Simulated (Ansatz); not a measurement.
# doublet PF(-): levels of theory in one basis

```yaml
atoms:
  - { symbol: P, position_ang: [0.0362, -0.0116, -0.8978] }
  - { symbol: F, position_ang: [0.0270, -0.0415, 0.8721] }
```

Basis set: def2-SVP (spherical functions). Frozen core: 6 orbitals. Correlation on ROHF uses semicanonical orbitals with singles. Charge -1, multiplicity 2.

Computed with Ansatz (development build ahead of 0.2.0); each method stands on the lowest determinant of its kind that the runs found.

```
  method  E − E(ROHF) (eV)  <S²> of the determinant
    ROHF              0.00                     0.75
     UHF             -0.10                     0.76
ROHF-MP2             -7.56                        –
 UHF-MP2             -7.54                     0.76
```

Q: What does ROHF-CCSD(T) give on the same scale?

A: -8.17 eV.

Caution: no diffuse functions for an anion.
